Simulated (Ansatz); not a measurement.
Two structures of CH₈SSi, closed shell, reached by relaxing down either side of one saddle point (PBE0-D4/def2-TZVP). Energies are electronic, without zero-point energy. Computed with Ansatz 0.2.0 (basis: def2-TZVPP and def2-QZVPP); correlated methods freeze the cores. Extrapolation: Hartree–Fock as exp(−7.88 √X), correlation as X^−2.97. First:

Si1  (-1.099, 0.487, 0.022)
C2  (-0.582, -1.086, 0.885)
H3  (-0.898, 0.381, -1.450)
H4  (-2.537, 0.784, 0.265)
H5  (-0.305, 1.650, 0.507)
H6  (2.281, 1.392, -0.423)
S7  (2.735, 0.269, -1.001)
H8  (-0.730, -1.003, 1.964)
H9  (0.474, -1.289, 0.695)
H10  (-1.167, -1.936, 0.526)
H11  (1.829, 0.351, -1.988)
(Å)

Second:

```xyz
11
angstrom
Si -0.5755 1.7762 -0.9246
C 0.1804 -1.7686 1.2013
H -1.3778 1.3400 -2.0955
H -1.1219 1.1345 0.2973
H -0.6355 3.2515 -0.7916
H 0.8484 -0.9080 1.1754
S 1.4992 1.3349 -1.1893
H -0.6406 -1.5681 1.8889
H 0.7301 -2.6474 1.5371
H -0.2228 -1.9537 0.2052
H 1.3162 0.0088 -1.3042
```

Q: Which bonds change from the first to the second?

A: CH₆Si ([CH3][SiH3]) + H₂S → SiH₄S ([SiH3][SH]) + CH₄; bonds formed: Si1–S7, C2–H6; bonds broken: Si1–C2, H6–S7.

Q: Give the saddle point's structure and its height above each. (An estimate is asked for; the value comes from the calculation.)

A: By the calculation: 2.469 eV above the first and 3.075 eV above the second (CCSD(T) at an estimated basis limit (MP2 extrapolated from triple and quadruple zeta, plus CCSD(T) − MP2 in triple zeta)).
```
atom    x (Å)    y (Å)    z (Å)
 Si1  -0.6570   0.8116  -0.2633
  C2  -0.0662  -0.9672   0.7923
  H3  -0.8832   0.7178  -1.7226
  H4  -2.0127   0.4419   0.2800
  H5  -0.3739   2.0870   0.4301
  H6   0.7629  -0.1934   0.1559
  S7   1.8257   0.8910  -0.8127
  H8  -0.4745  -0.6622   1.7544
  H9   0.8555  -1.5344   0.9743
 H10  -0.7536  -1.6137   0.2473
 H11   1.7770   0.0216  -1.8357
```

The T1 diagnostic stays at or below 0.012.

Labels in which every atom is bracketed show which atoms are joined, not bond orders.

For scale, one of the runs: CCSD(T)/def2-TZVPP, 227 basis functions, launched by `ansatz run in.yaml --threads 4 --pin off --events-out ev --progress --plain --max-ram 9574MiB`. The run took 26 s on 4 CPU threads of an Intel Xeon Platinum 8488C (shared host), with 3.6 GiB of host memory at its peak.
